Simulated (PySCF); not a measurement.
`CC(=C=CF)F`. Theory: PBE0-D3(BJ)/def2-TZVP geometry optimisation, gas phase (PySCF).

```
atom  x, y, z in Å
C1    -1.5875   -0.1946   -0.2452
C2    -0.2455    0.3384   -0.5765
F3    -0.2538    1.0922   -1.6921
C4     0.8692    0.1489    0.0697
C5     1.9445   -0.0106    0.7757
F6     2.8019   -1.0233    0.5803
H7    -1.9579   -0.8074   -1.0714
H8    -2.2904    0.6304   -0.1014
H9    -1.5479   -0.7972    0.6599
H10    2.2668    0.6431    1.5795
```

(1) How far are the heavy atoms from their best plane (unweighted least squares)?

(2) Give the dihedral angles H9–C1–C2–C4, H7–C1–C2–C4, H9–C1–C2–F3.

(3) What is the longest distance between nuclei?

(4) How far apart are these pairs, which share no bond: F3···H7, F3···H8, C4···H7, C5···H9, H7···H8, H8···H10, H9···H10?

(5) What is the repulsion energy of the bare nuclei, Σ ZA·ZB/RAB?

(6) Write the matrix of distances between heavy atoms (Å, lower triangle).

Answers

(1) 0.296 Å rms; C1 0.10, C2 0.01, F3 0.12, C4 0.21, C5 0.48, F6 0.48 Å (magnitudes).

(2) H9–C1–C2–C4 0° (synperiplanar); H7–C1–C2–C4 -120° (anticlinal); H9–C1–C2–F3 180° (antiperiplanar). Dihedral signs follow IUPAC: positive where, seen along the central bond, the front bond turns clockwise onto the rear one.

(3) F6···H8, 5.40 Å; the next longest distance is 5.19 Å.

(4) F3···H7 2.626 Å (3 bonds apart); F3···H8 2.625 Å (3 bonds apart); C4···H7 3.195 Å (3 bonds apart); C5···H9 3.582 Å (4 bonds apart); H7···H8 1.766 Å (2 bonds apart); H8···H10 4.857 Å (5 bonds apart); H9···H10 4.180 Å (5 bonds apart).

(5) 211.80 Eh over 45 pairs, with full nuclear charges and distances in bohr; the largest single term is 21.31 Eh (C5 with F6).

(6) 
```
C1    0.000
C2    1.481  0.000
F3    2.351  1.346  0.000
C4    2.501  1.302  2.292  0.000
C5    3.681  2.597  3.484  1.296  0.000
F6    4.543  3.533  4.356  2.317  1.341  0.000
```

Whether it is a minimum is left open (no frequencies).

Hardware: one thread, Intel Xeon Platinum 8259CL at 2.50 GHz (x86_64), shared host with 96 logical CPUs at a one-minute load of 63. Cost: 3.2 min, 0.85 GiB resident at most. That covers the optimisation of the geometry.
